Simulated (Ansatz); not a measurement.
# LiSiH₂ radical (SMILES [Li][SiH2]): one structure at several levels

The task here is to estimate one member of a computed series from the others.

Method: single points in def2-TZVPP; program: Ansatz 0.2.0, Gaussian basis.

Correlated methods freeze the cores. The outer core shell of Li, Na, Mg and K is correlated. Orbitals are unrestricted.

### The system as given

SMILES `[Li][SiH2]`, 4 atoms, charge 0, spin multiplicity 2.

Atoms are counted from 1 here; the program's logs count them from 0.

Bond lengths: Li1–Si2 2.287 Å, Si2–H3 1.394 Å, Si2–H4 1.283 Å. Angles: Li1–Si2–H3 138.9°, Li1–Si2–H4 127.1°, H3–Si2–H4 92.3°.

Coordinates:

```xyz
4
charge 0, multiplicity 2
Li   -2.1502    0.4397   -0.2434
Si    0.0662   -0.0654    0.0055
H     0.9783   -1.0291   -0.4206
H     1.0015    0.7236    0.3927
```

The first run:

Input file run/in.yaml:

```yaml
crystal:
  periodic: [false, false, false]
  atoms:
    - {symbol: Li, position_ang: [-2.150200, 0.439700, -0.243400]}
    - {symbol: Si, position_ang: [0.066200, -0.065400, 0.005500]}
    - {symbol: H, position_ang: [0.978300, -1.029100, -0.420600]}
    - {symbol: H, position_ang: [1.001500, 0.723600, 0.392700]}
basis:
  gaussian: {orbitals: def2-TZVPP}
magnetization: {spin_polarized: true, initial_magnetization: 1}
correlation: {method: ccsd_t}
scf: {omitted_lower_state_checks: [cluster_reference]}
output: {forces: true}
```

No record of the launch command was kept for these runs.

Steps of the session up to this table: CCSD(T)/def2-TZVPP; PBE0-D4/def2-TZVPP; wB97M-V/def2-TZVPP; r2SCAN-D4/def2-TZVPP; PBE-D4/def2-TZVPP; B97M-V/def2-TZVPP; LC-wPBE/def2-TZVPP.

One of the session's tables, all rows but one given; the rest of the session is left out.

| method | RMS force component (eV/Å) | angle to CCSD(T) forces (°) | dipole (D) |
| --- | --- | --- | --- |
| CCSD(T) | 2.412 | reference | 6.64 |
| PBE0-D4 | 2.449 | 1.1 | 6.36 |
| wB97M-V | 2.356 | 0.8 | 6.42 |
| r2SCAN-D4 | 2.420 | 0.6 | 6.48 |
| PBE-D4 | 2.504 | 2.1 | 6.17 |
| B97M-V | ? | ? | ? |
| LC-wPBE | 2.417 | 0.8 | 6.56 |

**Question.** Estimate the row for B97M-V.

The run gave: RMS force component (eV/Å): 2.378; angle to CCSD(T) forces (°): 0.9; dipole (D): 6.46. In the column «RMS force component (eV/Å)» it lies between wB97M-V (2.356) and CCSD(T) (2.412).
